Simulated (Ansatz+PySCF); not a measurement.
Values are calculated unless marked as measured or tabulated.
## Ansatz (development build ahead of 0.2.0) run

```yaml
crystal:
  periodic: [false, false, false]
  atoms:
    - { symbol: H, position_ang: [0.0, 0.2156, -1.37795] }
    - { symbol: O, position_ang: [0.0, -0.4609, -0.67908] }
    - { symbol: O, position_ang: [0.0, 0.4506, 0.5074] }
    - { symbol: O, position_ang: [0.0, -0.2053, 1.54962] }
basis:
  gaussian: { orbitals: cc-pVTZ }
magnetization:
  spin_polarized: true
  initial_magnetization: 1
hamiltonian:
  xc: hf
correlation:
  method: mp2
  frozen_orbitals: { H: 0, O: 1 }
output:
  forces: true
```

The input is written out in the form of the current development build from the run's settings.

The run gave:

```
Converged                                                          : yes
Reference energy                                                   : -225.02884 hartree
Correlation energy                                                 : -0.67767 hartree
Total energy                                                       : -225.70651 hartree
Spin squared of the determinant                                    : 0.944
Stability test                                                     : minimum
Occupied orbitals by symmetry in an Abelian subgroup (alpha; beta) : 10 A' 3 A''; 10 A' 2 A''
```

Forces (eV/Å):
```tsv
atom	Fx	Fy	Fz
H1	0.000	-0.153	0.246
O2	0.000	4.881	6.476
O3	0.000	-4.132	-6.970
O4	0.000	-0.596	0.248
```

Caution: the unrestricted determinant is spin contaminated; forces differ strongly between restricted and unrestricted references.
